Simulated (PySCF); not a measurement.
Gas-phase reaction: SiH4 + 4 SiF3 ⇌ 3 SiF4 + 2 SiH2

Method: PySCF energies plus ideal-gas RRHO corrections (1 bar). 'Table' is the NASA 1993 thermochemical table (part measured, part estimated). After a fit of one offset per element over all species, the range-separated, M06-2X, PBE0/def2-QZVP and CCSD(T)/def2-TZVPP enthalpies, where run, lie to one side of the table for SiF3 (+99 kJ/mol): a fault of the table's entry, another state or a shared error of the levels is possible; this was not checked at source. † marks an energy on the PBE0/def2-TZVP geometry and frequencies. CCSD(T) freezes the core. Open shells (unrestricted): SiF3 (multiplicity 2); the rest are closed-shell singlets. B3LYP is the form with VWN-RPA correlation. For this reaction the table lies outside the span of B3LYP, CCSD(T), M06-2X, MP2, PBE0, r2SCAN, ωB97M-V, ωB97X-V in their largest bases here; which side is off was not settled. CCSD(T) isn't extrapolated to the basis-set limit; its ΔH°(298 K) is -352.3 kJ in def2-SVP and -349.3 kJ in def2-TZVPP. The harmonic model lacks anharmonicity and excited electronic states, which grow with temperature; levels with a mode under 35 cm⁻¹ are left out. The table's entry may be an old estimate for SiF3, SiH2 (not checked at source).

| level | ΔH°(298 K), kJ | minus table | ΔG°(1600 K), kJ |
|---|---|---|---|
| table | -47.1 | - | 45.5 |
| B3LYP/def2-TZVP† | -287.4 | -240.3 | -182.7 |
| CCSD(T)/def2-TZVPP† | -349.3 | -302.2 | -244.5 |
| M06-2X/def2-TZVP† | -309.5 | -262.4 | -204.7 |
| PBE0/def2-QZVP† | -258.5 | -211.4 | -153.7 |
| PBE0/def2-SVP† | -275.3 | -228.2 | -170.5 |
| LDA/def2-TZVP† | -285.5 | -238.4 | -180.7 |
